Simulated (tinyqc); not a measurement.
UHF in the sto-3g basis, for H2O, spin multiplicity 1, step by step. One step of it, computed by the program tinyqc.

Question. Iteration 1: building the Fock matrix. J_ij = sum D_kl (ij|kl) with D = D(alpha) + D(beta), K_ij = sum D_kl (ik|jl) for each spin; F = H + J - K(s); E = tr D H + tr D J / 2 - 0.5 sum_s tr D(s) K(s) + E_nn.

D(alpha) at the start:
```
            1O 1s      1O 2s     1O 2px     1O 2py     1O 2pz      2H 1s      3H 1s
1O 1s    1.068514  -0.314562   0.000000   0.000000  -0.032808   0.048629   0.048629
1O 2s   -0.314562   1.439951   0.000000   0.000000   0.210130  -0.222063  -0.222063
1O 2px   0.000000   0.000000   0.960530  -0.086599   0.000000   0.191263  -0.191263
1O 2py   0.000000   0.000000  -0.086599   1.241597   0.000000  -0.238869   0.238869
1O 2pz  -0.032808   0.210130   0.000000   0.000000   1.112202  -0.140552  -0.140552
2H 1s    0.048629  -0.222063   0.191263  -0.238869  -0.140552   0.122957  -0.032834
3H 1s    0.048629  -0.222063  -0.191263   0.238869  -0.140552  -0.032834   0.122957
```

D(beta) at the start:
```
            1O 1s      1O 2s     1O 2px     1O 2py     1O 2pz      2H 1s      3H 1s
1O 1s    1.068514  -0.314562   0.000000   0.000000  -0.032808   0.048629   0.048629
1O 2s   -0.314562   1.439951   0.000000   0.000000   0.210130  -0.222063  -0.222063
1O 2px   0.000000   0.000000   0.960530   0.086599   0.000000  -0.191263   0.191263
1O 2py   0.000000   0.000000   0.086599   1.241597   0.000000  -0.238869   0.238869
1O 2pz  -0.032808   0.210130   0.000000   0.000000   1.112202  -0.140552  -0.140552
2H 1s    0.048629  -0.222063  -0.191263  -0.238869  -0.140552   0.122957  -0.032834
3H 1s    0.048629  -0.222063   0.191263   0.238869  -0.140552  -0.032834   0.122957
```

core Hamiltonian H = T + V (hartree):
```
             1O 1s      1O 2s     1O 2px     1O 2py     1O 2pz      2H 1s      3H 1s
1O 1s   -32.796092  -7.630599   0.000000   0.000000  -0.021612  -2.024320  -2.024320
1O 2s    -7.630599  -9.401835   0.000000   0.000000  -0.247616  -4.149366  -4.149366
1O 2px    0.000000   0.000000  -7.512195   0.000000   0.000000   0.000000   0.000000
1O 2py    0.000000   0.000000   0.000000  -7.692953   0.000000  -2.181381   2.181381
1O 2pz   -0.021612  -0.247616   0.000000   0.000000  -7.619484  -1.767699  -1.767699
2H 1s    -2.024320  -4.149366   0.000000  -2.181381  -1.767699  -5.342392  -1.906408
3H 1s    -2.024320  -4.149366   0.000000   2.181381  -1.767699  -1.906408  -5.342392
```

Two-electron integrals (ij|kl) in chemists' order, unique and non-zero (hartree):
```
(11|11) 4.785065    (21|11) 0.741380    (21|21) 0.136873    (22|11) 1.118947
(22|21) 0.256633    (22|22) 0.817206    (31|31) 0.024477    (32|31) 0.037809
(32|32) 0.180518    (33|11) 1.115814    (33|21) 0.256684    (33|22) 0.817023
(33|33) 0.880159    (41|41) 0.024477    (42|41) 0.037809    (42|42) 0.180518
(43|43) 0.047444    (44|11) 1.115814    (44|21) 0.256684    (44|22) 0.817023
(44|33) 0.785270    (44|44) 0.880159    (51|51) 0.024477    (52|51) 0.037809
(52|52) 0.180518    (53|53) 0.047444    (54|54) 0.047444    (55|11) 1.115814
(55|21) 0.256684    (55|22) 0.817023    (55|33) 0.785270    (55|44) 0.785270
(55|55) 0.880159    (61|11) 0.198742    (61|21) 0.036343    (61|22) 0.067577
(61|33) 0.067452    (61|41) 0.001309    (61|42) 0.002438    (61|44) 0.067692
(61|51) 0.001009    (61|52) 0.001878    (61|54) 0.000184    (61|55) 0.067594
(61|61) 0.009773    (62|11) 0.447680    (62|21) 0.103805    (62|22) 0.361821
(62|33) 0.355998    (62|41) 0.006100    (62|42) 0.045118    (62|44) 0.366753
(62|51) 0.004699    (62|52) 0.034760    (62|54) 0.008286    (62|55) 0.362382
(62|61) 0.028018    (62|62) 0.192585    (63|31) 0.011288    (63|32) 0.064135
(63|43) 0.009552    (63|53) 0.007359    (63|63) 0.028628    (64|11) 0.242919
(64|21) 0.057100    (64|22) 0.212653    (64|33) 0.202843    (64|41) 0.014262
(64|42) 0.089561    (64|44) 0.228283    (64|51) 0.002292    (64|52) 0.019589
(64|54) 0.012240    (64|55) 0.206603    (64|61) 0.016145    (64|62) 0.137507
(64|64) 0.125800    (65|11) 0.187150    (65|21) 0.043991    (65|22) 0.163833
(65|33) 0.156275    (65|41) 0.002292    (65|42) 0.019589    (65|44) 0.161155
(65|51) 0.013053    (65|52) 0.079227    (65|54) 0.013312    (65|55) 0.173890
(65|61) 0.012439    (65|62) 0.105939    (65|64) 0.074863    (65|65) 0.086304
(66|11) 0.562149    (66|21) 0.132453    (66|22) 0.525654    (66|33) 0.504242
(66|41) 0.010782    (66|42) 0.106920    (66|44) 0.544166    (66|51) 0.008307
(66|52) 0.082373    (66|54) 0.030758    (66|55) 0.527939    (66|61) 0.036133
(66|62) 0.340340    (66|64) 0.277931    (66|65) 0.214124    (66|66) 0.774606
(71|11) 0.198742    (71|21) 0.036343    (71|22) 0.067577    (71|33) 0.067452
(71|41) -0.001309   (71|42) -0.002438   (71|44) 0.067692    (71|51) 0.001009
(71|52) 0.001878    (71|54) -0.000184   (71|55) 0.067594    (71|61) 0.009625
(71|62) 0.027157    (71|64) 0.014203    (71|65) 0.012060    (71|66) 0.034548
(71|71) 0.009773    (72|11) 0.447680    (72|21) 0.103805    (72|22) 0.361821
(72|33) 0.355998    (72|41) -0.006100   (72|42) -0.045118   (72|44) 0.366753
(72|51) 0.004699    (72|52) 0.034760    (72|54) -0.008286   (72|55) 0.362382
(72|61) 0.027157    (72|62) 0.159491    (72|64) 0.077750    (72|65) 0.085382
(72|66) 0.235849    (72|71) 0.028018    (72|72) 0.192585    (73|31) 0.011288
(73|32) 0.064135    (73|43) -0.009552   (73|53) 0.007359    (73|63) 0.023031
(73|73) 0.028628    (74|11) -0.242919   (74|21) -0.057100   (74|22) -0.212653
(74|33) -0.202843   (74|41) 0.014262    (74|42) 0.089561    (74|44) -0.228283
(74|51) -0.002292   (74|52) -0.019589   (74|54) 0.012240    (74|55) -0.206603
(74|61) -0.014203   (74|62) -0.077750   (74|64) -0.015182   (74|65) -0.040585
(74|66) -0.099336   (74|71) -0.016145   (74|72) -0.137507   (74|74) 0.125800
(75|11) 0.187150    (75|21) 0.043991    (75|22) 0.163833    (75|33) 0.156275
(75|41) -0.002292   (75|42) -0.019589   (75|44) 0.161155    (75|51) 0.013053
(75|52) 0.079227    (75|54) -0.013312   (75|55) 0.173890    (75|61) 0.012060
(75|62) 0.085382    (75|64) 0.040585    (75|65) 0.068045    (75|66) 0.139066
(75|71) 0.012439    (75|72) 0.105939    (75|74) -0.074863   (75|75) 0.086304
(76|11) 0.191457    (76|21) 0.044759    (76|22) 0.167879    (76|33) 0.164149
(76|44) 0.167406    (76|51) 0.003264    (76|52) 0.028056    (76|55) 0.171907
(76|61) 0.011960    (76|62) 0.087953    (76|64) 0.053841    (76|65) 0.054396
(76|66) 0.157782    (76|71) 0.011960    (76|72) 0.087953    (76|74) -0.053841
(76|75) 0.054396    (76|76) 0.047792    (77|11) 0.562149    (77|21) 0.132453
(77|22) 0.525654    (77|33) 0.504242    (77|41) -0.010782   (77|42) -0.106920
(77|44) 0.544166    (77|51) 0.008307    (77|52) 0.082373    (77|54) -0.030758
(77|55) 0.527939    (77|61) 0.034548    (77|62) 0.235849    (77|64) 0.099336
(77|65) 0.139066    (77|66) 0.363040    (77|71) 0.036133    (77|72) 0.340340
(77|74) -0.277931   (77|75) 0.214124    (77|76) 0.157782    (77|77) 0.774606
```

nuclear repulsion = 9.81935295 hartree

Give: Coulomb J; exchange K(alpha); exchange K(beta); F(alpha); F(beta); total energy of this density.

Answer.

Coulomb J (hartree):
```
          1O 1s    1O 2s  1O 2px   1O 2py   1O 2pz   2H 1s    3H 1s
1O 1s   18.7705   3.5831  0.0000   0.0000   0.0052  0.9509   0.9509
1O 2s    3.5831   8.8670  0.0000   0.0000  -0.0039  3.8123   3.8123
1O 2px   0.0000   0.0000  8.8590   0.0000   0.0000  0.0000   0.0000
1O 2py   0.0000   0.0000  0.0000   8.8584   0.0000  2.1928  -2.1928
1O 2pz   0.0052  -0.0039  0.0000   0.0000   8.8601  1.6859   1.6859
2H 1s    0.9509   3.8123  0.0000   2.1928   1.6859  5.3129   1.7286
3H 1s    0.9509   3.8123  0.0000  -2.1928   1.6859  1.7286   5.3129
```

exchange K(alpha) (hartree):
```
         1O 1s    1O 2s   1O 2px   1O 2py   1O 2pz   2H 1s    3H 1s
1O 1s   4.9310   0.8621   0.0000   0.0000   0.0008  0.2390   0.2390
1O 2s   0.8621   1.4329   0.0000   0.0000  -0.0005  0.5460   0.5460
1O 2px  0.0000   0.0000   1.1569   0.0091   0.0000  0.0477  -0.0477
1O 2py  0.0000   0.0000   0.0091   1.1836   0.0000  0.2367  -0.2367
1O 2pz  0.0008  -0.0005   0.0000   0.0000   1.1841  0.1807   0.1807
2H 1s   0.2390   0.5460   0.0477   0.2367   0.1807  0.3162   0.1903
3H 1s   0.2390   0.5460  -0.0477  -0.2367   0.1807  0.1903   0.3162
```

exchange K(beta) (hartree):
```
         1O 1s    1O 2s   1O 2px   1O 2py   1O 2pz    2H 1s    3H 1s
1O 1s   4.9310   0.8621   0.0000   0.0000   0.0008   0.2390   0.2390
1O 2s   0.8621   1.4329   0.0000   0.0000  -0.0005   0.5460   0.5460
1O 2px  0.0000   0.0000   1.1569  -0.0091   0.0000  -0.0477   0.0477
1O 2py  0.0000   0.0000  -0.0091   1.1836   0.0000   0.2367  -0.2367
1O 2pz  0.0008  -0.0005   0.0000   0.0000   1.1841   0.1807   0.1807
2H 1s   0.2390   0.5460  -0.0477   0.2367   0.1807   0.3162   0.1903
3H 1s   0.2390   0.5460   0.0477  -0.2367   0.1807   0.1903   0.3162
```

F(alpha) (hartree):
```
           1O 1s    1O 2s   1O 2px   1O 2py   1O 2pz    2H 1s    3H 1s
1O 1s   -18.9566  -4.9096   0.0000   0.0000  -0.0172  -1.3124  -1.3124
1O 2s    -4.9096  -1.9677   0.0000   0.0000  -0.2510  -0.8830  -0.8830
1O 2px    0.0000   0.0000   0.1899  -0.0091   0.0000  -0.0477   0.0477
1O 2py    0.0000   0.0000  -0.0091  -0.0181   0.0000  -0.2253   0.2253
1O 2pz   -0.0172  -0.2510   0.0000   0.0000   0.0565  -0.2625  -0.2625
2H 1s    -1.3124  -0.8830  -0.0477  -0.2253  -0.2625  -0.3457  -0.3681
3H 1s    -1.3124  -0.8830   0.0477   0.2253  -0.2625  -0.3681  -0.3457
```

F(beta) (hartree):
```
           1O 1s    1O 2s   1O 2px   1O 2py   1O 2pz    2H 1s    3H 1s
1O 1s   -18.9566  -4.9096   0.0000   0.0000  -0.0172  -1.3124  -1.3124
1O 2s    -4.9096  -1.9677   0.0000   0.0000  -0.2510  -0.8830  -0.8830
1O 2px    0.0000   0.0000   0.1899   0.0091   0.0000   0.0477  -0.0477
1O 2py    0.0000   0.0000   0.0091  -0.0181   0.0000  -0.2253   0.2253
1O 2pz   -0.0172  -0.2510   0.0000   0.0000   0.0565  -0.2625  -0.2625
2H 1s    -1.3124  -0.8830   0.0477  -0.2253  -0.2625  -0.3457  -0.3681
3H 1s    -1.3124  -0.8830  -0.0477   0.2253  -0.2625  -0.3681  -0.3457
```

total energy of this density = -73.209811 hartree
